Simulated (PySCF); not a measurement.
## Frontier orbitals and the lowest excitations

cis-1-chloro-2-fluoroethylene, C₂H₂ClF.
Geometry (GFN2-xTB, Å), atoms numbered from 1 in this order:
```xyz
6
C2H2ClF angstrom
F     -1.173    1.282   -0.060
C     -0.698    0.034   -0.037
C      0.592   -0.254    0.025
Cl     1.835    0.926    0.084
H     -1.481   -0.708   -0.074
H      0.928   -1.277    0.041
```

Computed with TDDFT CAM-B3LYP/def2-SVPD, vertical, gas phase, core orbitals frozen in the response (PySCF).

Kohn–Sham orbitals with the atoms that hold most of them (Löwdin shares over 4%, at most four atoms; ? is withheld):

| orbital | ε (eV) | atoms |
| --- | --- | --- |
| HOMO-3 | -12.81 | F1 49%, C2 19%, H5 13%, Cl4 10% |
| HOMO-2 | -12.10 | Cl4 59%, C3 24%, F1 8%, C2 7% |
| HOMO-1 | -10.65 | ? |
| HOMO | -8.96 | ? |
| LUMO | 0.94 | C2 34%, C3 33%, Cl4 12%, F1 9% |
| LUMO+1 | 1.14 | Cl4 30%, C2 29%, C3 18%, H5 11% |
| LUMO+2 | 1.60 | Cl4 52%, H6 17%, C3 16%, C2 8% |

Task: Which atoms hold the HOMO, and with what shares?

Result: Cl4 (bonded to C) 31%; C3 (bonded to C, Cl and H) 28%; C2 (bonded to C, F and H) 26%; F1 (bonded to C) 11%. By element: carbon 54%, chlorine 31%, fluorine 11%.

Task: Which atoms hold the HOMO-1, and with what shares?

Result: Cl4 (bonded to C) 81%; C3 (bonded to C, Cl and H) 12%.

Task: The HOMO–LUMO gap is 9.90 eV. Where does the response calculation put the lowest singlet, and from which orbitals?

Result: S1 is at 6.43 eV (f = 0.0003), 3.46 eV below the gap, made of HOMO→LUMO+1 (73%), HOMO→LUMO+2 (17%). Its leading pair isn't HOMO and LUMO; the energies of that pair differ by 10.10 eV. 

Task: Give energy, strength and leading configuration of S1, S2 and S4, and follow the Löwdin shares of the leading atoms from the occupied to the empty orbital.

Result: 
- S1 (6.43 eV, f 0.0003), HOMO→LUMO+1 (73%): Cl4 31% → 30%, C3 28% → 18%, C2 26% → 29%
- S2 (7.13 eV, f 0.335), HOMO→LUMO (96%): Cl4 31% → 12%, C3 28% → 33%, C2 26% → 34%
- S4 (7.72 eV, f 0.0000), HOMO-1→LUMO (98%): Cl4 81% → 12%, C3 12% → 33%, C2 at most 4% → 34%

Löwdin shares depend on the basis, the more so with diffuse functions.

On one thread, x86-64 server, no GPU, on a shared host, this took 6.4 s of wall time.
